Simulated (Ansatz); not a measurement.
# SiH₄S (triplet): the correlation ladder at distance Si1–H5 along a hydrogen transfer = 1.864 Å, cc-pVDZ

The task here is to estimate one member of a computed series from the others.

The runs use Ansatz 0.2.0, Gaussian basis; cc-pVDZ, core rule «outside noble gas», up to 10 orbitals frozen.

The runs, in order: UHF; CCSD(T) on ROHF; CCSD(T) on UHF; BCCD(T) on ROHF; CISD; CCSDT(Q) on ROHF; CCSDT(Q) on UHF; CASSCF and MRCISD+Q, 4 electrons in 4 orbitals; CASSCF and NEVPT2, 4 electrons in 4 orbitals.

11 further runs of the same task are left out: 1 for a mislabelled method, 10 that didn't finish.

## The system

The geometry derives from fragments relaxed apart (PBE0/def2-TZVP) and kept rigid, so it is no stationary point. A hydrogen atom is moved between rigid fragments.

6 atoms, charge 0, spin multiplicity 3.

Atoms are counted from 1 here; the program's logs count them from 0.

Bond lengths: Si1–H2 1.485 Å, Si1–H3 1.485 Å, Si1–H4 1.485 Å, H5–S6 1.443 Å. Angles: H2–Si1–H3 109.5°, H2–Si1–H4 109.5°, H3–Si1–H4 109.5°.

The first run:

Input file in.yaml:

```yaml
crystal:
  periodic: [false, false, false]
  atoms:
    - {symbol: Si, position_ang: [-1.658112, 0.000000, 0.000000]}
    - {symbol: H, position_ang: [-2.152983, 1.399708, 0.000000]}
    - {symbol: H, position_ang: [-2.152983, -0.699854, 1.212183]}
    - {symbol: H, position_ang: [-2.152983, -0.699854, -1.212182]}
    - {symbol: H, position_ang: [0.205888, 0.000000, 0.000000]}
    - {symbol: S, position_ang: [1.648888, 0.000000, 0.000000]}
basis:
  gaussian: {orbitals: cc-pVDZ}
magnetization: {spin_polarized: true, initial_magnetization: 2}
hamiltonian: {xc: hf}
output: {orbitals: {seedname: orbitals}}
```

Command:

```console
> ansatz run in.yaml --threads 1 --pin off --events-out ev --progress --plain --max-ram 2393MiB
```

Among the steps run: UHF; CCSD(T) on ROHF; CCSD(T) on UHF; BCCD(T) on ROHF; CISD; CCSDT(Q) on ROHF; CCSDT(Q) on UHF; CASSCF and MRCISD+Q, 4 electrons in 4 orbitals; CASSCF and NEVPT2, 4 electrons in 4 orbitals.

One table of the session follows, with a row left open; its other results are not shown here.

```
       method  from UCCSDT(Q) (meV)
         ROHF               +7627.1
          UHF               +7388.0
         RMP2               +1446.6
         UMP2               +1483.4
         CISD                +885.5
        RCCSD                +197.4
        UCCSD                     ?
     RCCSD(T)                 +38.8
     UCCSD(T)                 +39.4
      BCCD(T)                 +38.8
       RCCSDT                  +8.9
       UCCSDT                  +8.3
    RCCSDT(Q)                  +0.5
    UCCSDT(Q)                     0
  CASSCF pair               +7089.2
  NEVPT2 pair               +1434.0
  MRCISD pair                +785.0
MRCISD+Q pair                 +63.1
```

Estimate the missing values for UCCSD.

**Answer.** from UCCSDT(Q) (meV): +191.8. In the column «from UCCSDT(Q) (meV)» it lies between MRCISD+Q pair (+63.1) and RCCSD (+197.4).

To keep in mind: Restricted and unrestricted rows rest on different reference determinants; where their highest levels disagree by more than a few hundredths of an eV, they describe different states and don't form one ladder.
